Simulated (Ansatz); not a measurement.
Cost and result for the atomization energy of `C#CCOCC` (14 atoms, 13 bonds).

```xyz
14

C     0.734    2.436    1.221
C     0.354    1.821    0.263
C    -0.101    1.065   -0.903
O    -1.123    0.144   -0.623
C    -0.785   -0.858    0.317
C     0.247   -1.845   -0.187
H     1.066    2.986    2.069
H     0.767    0.578   -1.368
H    -0.514    1.757   -1.641
H    -1.727   -1.371    0.523
H    -0.448   -0.393    1.252
H     1.227   -1.383   -0.326
H    -0.068   -2.284   -1.136
H     0.369   -2.652    0.540
```

Charge 0, multiplicity 1. Geometry: relaxed with PBE0-D4/def2-TZVP. It is one conformer, not always the lowest. Program: Ansatz. All runs use 4 threads of a server CPU on a shared host. Times are those of one run each, without the atoms' runs, and a repeat can differ threefold. Electronic energies, without spin–orbit coupling; frozen cores. CCSD(T)/CBS adds CCSD(T) − MP2 in def2-TZVPP to the MP2 limit, and its time is that of the two runs behind it. T1 = 0.011. B3LYP takes the VWN-RPA correlation (the form of Gaussian; ORCA's B3LYP/G).

CCSD(T)/CBS is a level of theory with its own doubt, some kJ/mol a heavy atom from the limit and from the frozen cores, so smaller differences don't rank the functionals.

| level | functions | wall time |
| --- | --- | --- |
| PBE-D4/def2-TZVPP (with forces) | 298 | 3.8 s |
| PBE0-D4/def2-TZVPP | 298 | 4.1 s |
| r2SCAN-D4/def2-TZVPP (with forces) | 298 | 5 s |
| B3LYP-D4/def2-TZVPP (with forces) | 298 | 6 s |
| B2PLYP/def2-TZVPP | 298 | 7.5 s |
| ωB97X-V/def2-TZVPP | 298 | 8 s |
| ωB97M-V/def2-TZVPP (with forces) | 298 | 11 s |
| MP2/def2-QZVPP | 582 | 36 s |
| CCSD(T)/def2-TZVPP | 298 | 9.5 min |
| CCSD(T)/CBS(def2) | – | 10 min |

Problem. What atomization energy does each give, and how far from CCSD(T)/CBS? (Estimate.)

Solution. The calculation gave: 
| level | atomization (kJ/mol) | difference from CCSD(T)/CBS | per bond |
| --- | --- | --- | --- |
| PBE-D4/def2-TZVPP (with forces) | 5931.2 | 162.8 | 12.5 |
| PBE0-D4/def2-TZVPP | 5814.5 | 46.1 | 3.5 |
| r2SCAN-D4/def2-TZVPP (with forces) | 5785.6 | 17.2 | 1.3 |
| B3LYP-D4/def2-TZVPP (with forces) | 5776.0 | 7.6 | 0.6 |
| B2PLYP/def2-TZVPP | 5726.3 | -42.1 | -3.2 |
| ωB97X-V/def2-TZVPP | 5770.6 | 2.2 | 0.2 |
| ωB97M-V/def2-TZVPP (with forces) | 5787.6 | 19.2 | 1.5 |
| MP2/def2-QZVPP | 5824.4 | 56.0 | 4.3 |
| CCSD(T)/def2-TZVPP | 5632.3 | -136.1 | -10.5 |
| CCSD(T)/CBS(def2) | 5768.4 | 0.0 | 0.0 |

In def2-TZVPP, CCSD(T) changes the Hartree–Fock value by +1422.2 kJ/mol (the triples alone add +91.1 kJ/mol) and MP2 by +1534.4 kJ/mol; breaking electron pairs costs correlation energy, which Hartree–Fock lacks. The D4 term adds +40.2 kJ/mol with B3LYP and +21.5 kJ/mol with PBE0; it sums over pairs of atoms, weighted by their polarisabilities, and B3LYP, whose exchange is more repulsive, gets the larger term. From PBE to PBE0 (25 % exact exchange), in def2-TZVPP and without D4, the atomization energy moves by −112.7 kJ/mol: exact exchange takes away binding that semilocal exchange gives to molecules.
